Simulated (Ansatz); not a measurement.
We consider A-type hexagonal La2O3, described by LDA in Ansatz (plane waves, PAW).

Numerical settings: plane-wave cutoff 520 eV, 12×12×6 k mesh (along the axes of the cell as run), Fermi–Dirac smearing 0.01 eV, scalar-relativistic PAW data made under PBE.

Cell (measured lattice):

```cif
data_La2O3
_chemical_formula_sum 'La2 O3'
_space_group_name_H-M_alt 'P-3m1'
_space_group_IT_number 164
_space_group_name_Hall '-P 3 2"'
_cell_length_a 3.93400
_cell_length_b 3.93400
_cell_length_c 6.13000
_cell_angle_alpha 90.000
_cell_angle_beta 90.000
_cell_angle_gamma 120.000
loop_
_atom_site_label
_atom_site_type_symbol
_atom_site_symmetry_multiplicity
_atom_site_Wyckoff_symbol
_atom_site_fract_x
_atom_site_fract_y
_atom_site_fract_z
_atom_site_occupancy
La1 La 2 d 0.33333 0.66667 0.24748 1
O1 O 1 a 0.00000 0.00000 0.00000 1
O2 O 2 d 0.66667 0.33333 0.35493 1
```

Problem. Give the computed band gap, smallest direct gap on the k points sampled and Γ–Γ gap.

Solution. 
* **band gap**: 3.71 eV
* **smallest direct gap on the k points sampled**: 3.82 eV
* **Γ–Γ gap**: 4.22 eV

Note: cell and atoms aren't relaxed at this level (largest force component 0.08 eV/Å, pressure -6.6 GPa).

Spin–orbit coupling is not included.

The computed numbers hold no vibrational or temperature effects.

Cost on a shared machine: about 23 core-seconds (a rough figure).

Ansatz is an electronic-structure program.
